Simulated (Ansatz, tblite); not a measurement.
**The cluster Re₃+: a ladder of methods and basis sets**

The task here is to estimate one member of a computed series from the others.

Method: as each input shows; program: Ansatz 0.2.0, Gaussian basis.

The runs, in order: GFN1-xTB, GFN2-xTB, PBE-D4/def2-TZVP, r2SCAN-D4/def2-TZVP, HSE06-D4/def2-TZVP, PBE-QIDH/def2-TZVP, B2PLYP/def2-TZVP, B3LYP-D4/def2-TZVP, revPBE-D4/def2-TZVP, PBE-D4/def2-SVP, PBE0-D4/def2-SVP, CCSD(T)/def2-TZVPP, MP2/def2-TZVP, RPA/def2-TZVP.

1 further run of the same task is left out (it didn't finish).

### The relaxed structure

The geometry is that of the singlet, from an earlier relaxation (PBE0-D4/def2-TZVP). At that level it is the lowest of the isomers that a small search found.

3 atoms, charge 1, spin multiplicity 1.

Bond lengths: Re1–Re2 2.240 Å, Re1–Re3 2.241 Å, Re2–Re3 2.240 Å. Angles: Re2–Re1–Re3 60.0°, Re1–Re2–Re3 60.0°, Re1–Re3–Re2 60.0°.

Re takes a core potential in the def2 sets. No spin-orbit coupling is included. The ion is computed in the gas phase, without counter-ions or solvent.

PBE0-D4/def2-TZVP was run before; its log isn't repeated, and its numbers join the tables.

The first run:

Tight binding, by tblite at 300 K electronic temperature and without a spin-polarisation term:

```python
tblite.interface.Calculator('GFN1-xTB', numbers, positions, charge=1, uhf=0).singlepoint()
```

Tight binding, by tblite at 300 K electronic temperature and without a spin-polarisation term:

```python
tblite.interface.Calculator('GFN2-xTB', numbers, positions, charge=1, uhf=0).singlepoint()
```

start.molden holds the orbitals of an earlier run on this state, given as this run's starting guess.

File in.yaml:

```yaml
crystal:
  periodic: [false, false, false]
  atoms:
    - {symbol: Re, position_ang: [0.474106, -0.818095, -0.882743]}
    - {symbol: Re, position_ang: [-0.643841, -0.456391, 1.024637]}
    - {symbol: Re, position_ang: [0.169735, 1.274495, -0.141904]}
basis:
  gaussian: {orbitals: def2-TZVP, initial_orbitals: start.molden}
total_charge: 1
hamiltonian: {xc: pbe, dispersion: d4}
scf: {omitted_lower_state_checks: [starts]}
output: {orbitals: {seedname: orbitals}}
```

Started as:

```sh
$ ansatz run in.yaml --threads 4 --pin off --events-out ev --progress --plain --max-ram 3916MiB
```

Steps of the session up to this table: PBE-D4/def2-TZVP; r2SCAN-D4/def2-TZVP; HSE06-D4/def2-TZVP; PBE-QIDH/def2-TZVP; B2PLYP/def2-TZVP; B3LYP-D4/def2-TZVP; revPBE-D4/def2-TZVP; PBE-D4/def2-SVP; PBE0-D4/def2-SVP; CCSD(T)/def2-TZVPP; MP2/def2-TZVP; RPA/def2-TZVP.

One table of the session follows, with a row left open; its other results are not shown here.

It belongs to the step «Levels side by side». 

```
              level  HOMO (eV)  LUMO (eV)  gap (eV)
    PBE-D4/def2-SVP      -9.40      -9.38      0.02
   PBE-D4/def2-TZVP      -9.36      -9.32      0.05
revPBE-D4/def2-TZVP      -9.27      -9.21      0.06
r2SCAN-D4/def2-TZVP      -9.41      -9.09      0.32
 B3LYP-D4/def2-TZVP      -9.98      -8.36      1.62
   PBE0-D4/def2-SVP     -10.17      -8.16      2.01
  PBE0-D4/def2-TZVP     -10.10      -8.08      2.02
 HSE06-D4/def2-TZVP          ?          ?         ?
```

Estimate the missing values for HSE06-D4/def2-TZVP.

The run gave: HOMO (eV): -9.72; LUMO (eV): -8.47; gap (eV): 1.24. In the column «HOMO (eV)» it lies between B3LYP-D4/def2-TZVP (-9.98) and r2SCAN-D4/def2-TZVP (-9.41).
